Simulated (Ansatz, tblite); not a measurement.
**SiH2MeEt (C₃H₁₀Si): rung by rung**

The task here is to estimate one member of a computed series from the others.

Computed with Ansatz 0.2.0, Gaussian basis. Level: as each input shows.

The runs, in order: GFN1-xTB, GFN2-xTB, PBE-D4/def2-TZVP, r2SCAN-D4/def2-TZVP, PBE-QIDH/def2-TZVP, r2SCAN0-D4/def2-TZVP, BLYP-D4/def2-TZVP, LC-ωPBE/def2-TZVP, LDA/def2-TZVP, r2SCANh-D4/def2-TZVP, B97M-V/def2-TZVP, PBE-D4/def2-SVP, PBE0-D4/def2-SVP, HF/STO-3G, PBE0-D4/def2-TZVPD, PBE-D4/def2-TZVPD, r2SCAN-D4/def2-TZVPD, CCSD(T)/def2-TZVP, RPA/def2-TZVP.

## The structure

The geometry is that of the singlet, from an earlier relaxation (PBE-D4/def2-SVP).

14 atoms, charge 0, spin multiplicity 1.

Bond lengths: Si1–H2 1.510 Å, Si1–H3 1.510 Å, Si1–C4 1.892 Å, Si1–C8 1.900 Å, C4–H5 1.109 Å, C4–H6 1.109 Å, C4–H7 1.109 Å, C8–C9 1.535 Å, C8–H10 1.113 Å, C8–H11 1.113 Å, C9–H12 1.110 Å, C9–H13 1.110 Å, C9–H14 1.110 Å. Angles: H2–Si1–H3 107.2°, H2–Si1–C4 109.8°, H2–Si1–C8 109.3°, H3–Si1–C4 109.8°, H3–Si1–C8 109.2°, C4–Si1–C8 111.5°, Si1–C4–H5 110.9°, Si1–C4–H6 110.9°, Si1–C4–H7 111.1°, H5–C4–H6 108.0°, H5–C4–H7 107.9°, H6–C4–H7 107.9°, Si1–C8–C9 114.5°, Si1–C8–H10 107.7°, Si1–C8–H11 107.6°, C9–C8–H10 110.5°, C9–C8–H11 110.6°, H10–C8–H11 105.6° and more.

Coordinates:

| atom | x (Å) | y (Å) | z (Å) |
| --- | --- | --- | --- |
| Si1 | 0.45711 | 0.72124 | 0.33943 |
| H2 | 0.51538 | 0.70044 | 1.84855 |
| H3 | 1.88149 | 0.75661 | -0.16176 |
| C4 | -0.46526 | 2.26641 | -0.24512 |
| H5 | -1.50959 | 2.26988 | 0.12872 |
| H6 | -0.49831 | 2.31194 | -1.35295 |
| H7 | 0.03003 | 3.18918 | 0.11901 |
| C8 | -0.38436 | -0.86660 | -0.27703 |
| C9 | 0.32306 | -2.16325 | 0.13894 |
| H10 | -0.45872 | -0.80059 | -1.38540 |
| H11 | -1.43365 | -0.85764 | 0.09355 |
| H12 | -0.20427 | -3.06353 | -0.23997 |
| H13 | 1.36223 | -2.20425 | -0.24896 |
| H14 | 0.38482 | -2.25981 | 1.24300 |

PBE0-D4/def2-TZVP was run before; its log isn't repeated, and its numbers join the tables.

Set-up of the first run:

Tight binding, by tblite at 300 K electronic temperature and without a spin-polarisation term:

```python
tblite.interface.Calculator('GFN1-xTB', numbers, positions, charge=0, uhf=0).singlepoint()
```

Tight binding, by tblite at 300 K electronic temperature and without a spin-polarisation term:

```python
tblite.interface.Calculator('GFN2-xTB', numbers, positions, charge=0, uhf=0).singlepoint()
```

start.molden holds the orbitals of an earlier run on this state, given as this run's starting guess.

in.yaml reads:

```yaml
crystal:
  periodic: [false, false, false]
  atoms:
    - {symbol: Si, position_ang: [0.457115, 0.721239, 0.339432]}
    - {symbol: H, position_ang: [0.515376, 0.700435, 1.848549]}
    - {symbol: H, position_ang: [1.881492, 0.756606, -0.161760]}
    - {symbol: C, position_ang: [-0.465264, 2.266411, -0.245121]}
    - {symbol: H, position_ang: [-1.509593, 2.269879, 0.128720]}
    - {symbol: H, position_ang: [-0.498308, 2.311936, -1.352946]}
    - {symbol: H, position_ang: [0.030029, 3.189175, 0.119011]}
    - {symbol: C, position_ang: [-0.384356, -0.866598, -0.277025]}
    - {symbol: C, position_ang: [0.323065, -2.163253, 0.138940]}
    - {symbol: H, position_ang: [-0.458724, -0.800590, -1.385405]}
    - {symbol: H, position_ang: [-1.433649, -0.857644, 0.093550]}
    - {symbol: H, position_ang: [-0.204268, -3.063529, -0.239974]}
    - {symbol: H, position_ang: [1.362232, -2.204250, -0.248956]}
    - {symbol: H, position_ang: [0.384823, -2.259809, 1.242996]}
basis:
  gaussian: {orbitals: def2-TZVP, initial_orbitals: start.molden}
hamiltonian: {xc: pbe, dispersion: d4}
scf: {omitted_lower_state_checks: [starts]}
output: {orbitals: {seedname: orbitals}}
```

The run is started by

```
> ansatz run in.yaml --threads 4 --pin off --events-out ev --progress --plain --max-ram 3916MiB
```

Among the steps run: PBE-D4/def2-TZVP; r2SCAN-D4/def2-TZVP; PBE-QIDH/def2-TZVP; r2SCAN0-D4/def2-TZVP; BLYP-D4/def2-TZVP; LC-ωPBE/def2-TZVP; LDA/def2-TZVP; r2SCANh-D4/def2-TZVP; B97M-V/def2-TZVP; PBE-D4/def2-SVP; PBE0-D4/def2-SVP; HF/STO-3G; PBE0-D4/def2-TZVPD; PBE-D4/def2-TZVPD; r2SCAN-D4/def2-TZVPD; CCSD(T)/def2-TZVP; RPA/def2-TZVP.

One table of the session follows, with a row left open; its other results are not shown here.

```
               level  HOMO (eV)  LUMO (eV)  gap (eV)
           HF/STO-3G      -9.69      13.35     23.04
       LDA/def2-TZVP      -7.00      -0.09      6.91
     PBE-D4/def2-SVP      -6.89       0.66      7.55
    PBE-D4/def2-TZVP      -6.93       0.10      7.03
   PBE-D4/def2-TZVPD      -6.94      -0.32      6.62
   BLYP-D4/def2-TZVP      -6.83       0.16      6.99
 r2SCAN-D4/def2-TZVP      -7.19       0.65      7.84
r2SCAN-D4/def2-TZVPD      -7.19       0.36      7.56
    B97M-V/def2-TZVP      -7.31       0.22      7.53
r2SCANh-D4/def2-TZVP      -7.66       0.90      8.56
    PBE0-D4/def2-SVP      -8.20       1.50      9.70
   PBE0-D4/def2-TZVP      -8.20       0.89      9.09
  PBE0-D4/def2-TZVPD      -8.20       0.32      8.52
r2SCAN0-D4/def2-TZVP      -8.37       1.25      9.62
   LC-ωPBE/def2-TZVP          ?          ?         ?
```

Estimate the missing values for LC-ωPBE/def2-TZVP.

**Answer.** HOMO (eV): -10.93; LUMO (eV): 2.96; gap (eV): 13.88. In the column «HOMO (eV)» it is the lowest.
